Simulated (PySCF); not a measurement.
# Do core-level shifts follow atomic charges?

Compound: C4H7F.
Structure used (PBE0-D3(BJ)/def2-SVP), in Å, numbered top down from 1:
```xyz
12
C4H7F angstrom
C      1.5827    0.0141    0.3860
C      0.2634   -0.1746   -0.3112
C     -0.9584    0.6251    0.0873
C     -0.8842   -0.8348    0.3673
F     -1.6735   -1.6624   -0.3638
H      2.1210    0.8892   -0.0105
H      1.4418    0.1772    1.4659
H      2.2318   -0.8669    0.2625
H      0.3211   -0.4000   -1.3817
H     -0.8834    1.3230    0.9264
H     -1.6395    0.9330   -0.7098
H     -0.7705   -1.1859    1.3994
```

Binding energies: delta-SCF UKS SCAN, pcX-2 on the ionised atom, pcseg-1 elsewhere, spin-free X2C (PySCF). Charges: PBE0/pcSseg-1 ground-state density, for the ionised atom.

```json
{"atom": "C3", "environment": "three-membered-ring carbon", "C 1s (eV)": "290.77", "Mulliken (e)": "-0.219", "IAO (e)": "-0.317", "Hirshfeld (e)": "-0.102", "ESP (e)": "-0.445"}
{"atom": "C2", "environment": "three-membered-ring carbon", "C 1s (eV)": "290.92", "Mulliken (e)": "-0.353", "IAO (e)": "-0.144", "Hirshfeld (e)": "-0.046", "ESP (e)": "+0.066"}
{"atom": "C1", "environment": "methyl carbon", "C 1s (eV)": "290.96", "Mulliken (e)": "-0.204", "IAO (e)": "-0.410", "Hirshfeld (e)": "-0.110", "ESP (e)": "-0.520"}
{"atom": "C4", "environment": "sp3 C–F carbon", "C 1s (eV)": "292.85", "Mulliken (e)": "+0.216", "IAO (e)": "+0.161", "Hirshfeld (e)": "+0.041", "ESP (e)": "+0.105"}
```

Problem. Give the correlation coefficient and slope of binding energy on charge for each scheme.

Solution. Mulliken: r = 0.95, slope 3.8 eV per e; Hirshfeld: r = 0.92, slope 13.0 eV per e; IAO: r = 0.89, slope 3.5 eV per e; ESP: r = 0.62, slope 1.9 eV per e. Mulliken charges have the highest r, on only 4 points.

Problem. The point-charge model writes a binding energy as kq + V + constant, with V the potential of the other atoms' charges at the site. What does it give with the IAO charges?

Solution. V = Σ 14.40 eV Å × q/r over all other atoms: +3.98 eV at C3, +0.46 eV at C2, +5.19 eV at C1, -3.22 eV at C4. Fitting binding energy − V to q gives k = 18.5 eV per e and leaves an rms residual of 0.25 eV, against 0.38 eV for the fit on q alone. The model has no term for differences in relaxation between sites.

Isolated species at its PBE0-D3(BJ)/def2-SVP geometry, gas phase.
